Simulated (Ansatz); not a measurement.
**1T (CdI2-type) VSe2 (undistorted form, which takes a superstructure on cooling)**

Calculation: PBE0 in Ansatz (plane waves, PAW).

Numerical settings: plane-wave cutoff 460 eV, 9×9×4 k mesh (along the axes of the cell as run), Fermi–Dirac smearing 0.05 eV, spin-polarised with parallel moments, scalar-relativistic PAW data made under PBE.

Cell: measured lattice: a = 3.3580 Å, b = 3.3580 Å, c = 6.1070 Å, α = 90.00°, β = 90.00°, γ = 120.00°.

For 1T (CdI2-type) VSe2 (undistorted form, which takes a superstructure on cooling), the band gap is 0.29 eV (on the SCF k mesh).

Note: the magnetic order was assumed, not searched for or taken from measurement; cell and atoms aren't relaxed at this level (largest force component 0.25 eV/Å, pressure 2.6 GPa).

Spin–orbit coupling is not included.

Ansatz is an electronic-structure program.
